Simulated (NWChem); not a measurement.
# hydroxide (OH anion); SMILES [OH-]

Results from NWChem. Pople sets run with spherical d functions. All runs use the structure optimised with B3LYP/def2-SVPD. Static field.

**Question.** Taking CAM-B3LYP/aug-cc-pVTZ as the yardstick, which of these has the fewest basis functions while keeping “isotropic polarisability (bohr³)” within 5 % of it: CAM-B3LYP/aug-cc-pVDZ; CAM-B3LYP/def2-TZVPD; CAM-B3LYP/Sadlej pVTZ; CAM-B3LYP/6-31+G*; CAM-B3LYP/def2-SVPD; CAM-B3LYP/d-aug-cc-pVDZ?

**Answer.** none of them.
```tsv
level	basis functions	isotropic polarisability (bohr³)
CAM-B3LYP/6-31+G*	20	11.6
CAM-B3LYP/def2-SVPD	31	19.5
CAM-B3LYP/aug-cc-pVDZ	32	20.9
CAM-B3LYP/Sadlej pVTZ	33	25.6
CAM-B3LYP/d-aug-cc-pVDZ	45	34.6
CAM-B3LYP/def2-TZVPD	49	22.5
CAM-B3LYP/aug-cc-pVTZ	69	24.1
```

The yardstick is one finite set, not the basis-set limit.
